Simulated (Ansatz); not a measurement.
Basis sets compared for the cluster Al₂H₂ (the lowest singlet isomer of a short search). Charge 0, multiplicity 1. Geometry PBE-D4/def2-TZVP. Ansatz on 4 threads of Arm Neoverse V1 on a shared host; times are rough, and most runs start from earlier orbitals.

```xyz
4

Al    1.1998   -0.3187   -0.4075
Al   -1.2211    0.1652   -0.4344
H     0.2183    1.1049    0.2282
H    -0.1970   -0.9514    0.6137
```

The structure comes from a short search, and lower isomers may exist.

Binding counts from free atoms (Al doublet, H doublet) in the same basis, without a counterpoise term.

```
                            level  functions  energy (Eh)  HOMO (eV)  LUMO (eV)  binding per atom (eV)  wall time
                  PBE-D4/def2-SVP         46    -485.5672      -5.26      -3.65                   1.95      0.3 s
                 PBE-D4/def2-TZVP         86    -485.7420      -5.25      -3.61                   1.96      0.4 s
r2SCAN-D4/def2-TZVP (with forces)         86    -485.9492      -5.43      -3.61                   1.96        1 s
                 PBE0-D4/def2-SVP         46    -485.6094      -6.12      -3.02                   1.90     0.25 s
                PBE0-D4/def2-TZVP         86    -485.7815      -6.11      -2.96                   1.92      0.6 s
```

Q: Estimate the rows for PBE-D4/def2-TZVPD, r2SCAN-D4/def2-TZVPD, PBE0-D4/def2-TZVPD.

A: 
```
               level  functions  energy (Eh)  HOMO (eV)  LUMO (eV)  binding per atom (eV)  wall time
   PBE-D4/def2-TZVPD        104    -485.7422      -5.25      -3.61                   1.96     0.55 s
r2SCAN-D4/def2-TZVPD        104    -485.9495      -5.42      -3.60                   1.96      1.2 s
  PBE0-D4/def2-TZVPD        104    -485.7817      -6.10      -2.96                   1.92     0.55 s
```
